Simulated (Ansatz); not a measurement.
Results of LDA in Ansatz (PAW) for antiferromagnetic (type II) rock-salt MnS.

Settings: plane-wave cutoff 500 eV, 12×12×12 k mesh, Fermi–Dirac smearing 0.05 eV, spin-polarised with opposed moments, scalar-relativistic PAW data made under PBE.

Cell (relaxed at this level):

Space group R-3m, hexagonal axes (No. 166); a = b = 3.495 Å, c = 8.510 Å, α = β = 90.00°, γ = 120.00°

```csv
atom,site,symmetry,x,y,z
Mn,3a,-3m,0.0000,0.0000,0.0000
S,3b,-3m,0.0000,0.0000,0.5000
```
(The calculation used a cell of 4 atoms; values per cell refer to that cell.)

Q: What does this level give for the magnetic moment (largest site, within a sphere)?

A: 
- magnetic moment (largest site, within a sphere): 3.72 μB

The run finds no gap.

Moments are spin moments.

Static lattice: no zero-point or thermal effects.

Computing time: very roughly 5 core-minutes.

Ansatz is a quantum-chemistry and plane-wave program.
